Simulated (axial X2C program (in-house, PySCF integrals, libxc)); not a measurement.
**Which molecule has these constants?**

Computed with an in-house all-electron X2C program for linear molecules (integrals from PySCF), spin-free (one-electron X2C) or two-component (2c: spin–orbit coupling with atomic mean-field Coulomb and Gaunt terms, which also bring small scalar terms), in Dyall basis sets with cores contracted in-house; open shells are unrestricted.

A two-component CCSD(T) calculation in a Dyall 3-zeta basis gave Re = 0.974 Å, ωe = 3713.8 cm⁻¹, De = 4.52 eV, Ω = 3/2.

Question: Which molecule is it?
A. BH
B. LiH
C. OH
D. NH
E. HF

Answer: C. The others have NH 1.040 Å and 3263.8 cm⁻¹ (Ω = 1); LiH 1.606 Å and 1396.0 cm⁻¹ (Ω = 0); BH 1.236 Å and 2348.3 cm⁻¹ (Ω = 0); HF 0.921 Å and 4111.3 cm⁻¹ (Ω = 0).

Frozen shells (counts by l): OH O 1s, H none, 7 electrons correlated; NH N 1s, H none, 6 electrons correlated; LiH Li 1s, H none, 2 electrons correlated; BH B 1s, H none, 4 electrons correlated; HF F 1s, H none, 8 electrons correlated. Coupled cluster in natural virtuals with an MP2 remainder. Where the outer core of a metal is frozen, bonds come out longer and ionisation energies lower.

Each entry is the lowest single determinant of a limited PBE0 search at one distance. De goes to single-determinant-based atoms at the same level (for ions the charge split of lowest energy) and is withheld (n/a) where an atom does not fit its ground term or J level. Main or longest-lived isotopes. One determinant is a doubtful description, or other states lie close, for NH; these need not be ground states, and all values refer to the states named. Some open-shell Ω = 0 determinants are out of reach, so the Ω given for NH need not be the lowest component. With several unpaired electrons the Ω given is that of one determinant, not necessarily of the lowest component.
